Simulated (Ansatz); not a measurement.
AlFH2N (`[NH2][Al][F]`) radical, relaxed with UKS PBE0-D4/def2-TZVP in Ansatz from a PBE-D4/def2-SVP geometry. The force threshold is 0.005 eV/Å; the program also tests the step.

Charge 0, multiplicity 2.

Start:

```xyz
5

N     0.000    0.416    0.570
Al   -0.313   -1.090   -0.336
F     0.108   -1.137   -1.970
H    -0.215    0.549    1.561
H     0.421    1.262    0.175
```

| step | energy (eV) | largest force (eV/Å) | largest move (Å) |
| --- | --- | --- | --- |
| 1 | -10832.9642 | 0.694 | 0.000 |
| 2 | -10832.9859 | 0.432 | 0.021 |
| 3 | -10832.9921 | 0.018 | 0.022 |
| 4 | -10832.9921 | 0.013 | 0.001 |
| 5 | -10832.9922 | 0.011 | 0.003 |
| 6 | -10832.9922 | 0.004 | 0.002 |

End:

```xyz
5

N    -0.001    0.408    0.565
Al   -0.311   -1.081   -0.332
F     0.109   -1.108   -1.935
H    -0.211    0.546    1.539
H     0.414    1.235    0.163
```

Run time 14 s (2 threads of a server CPU on a shared host); peak host memory 0.19 GiB.
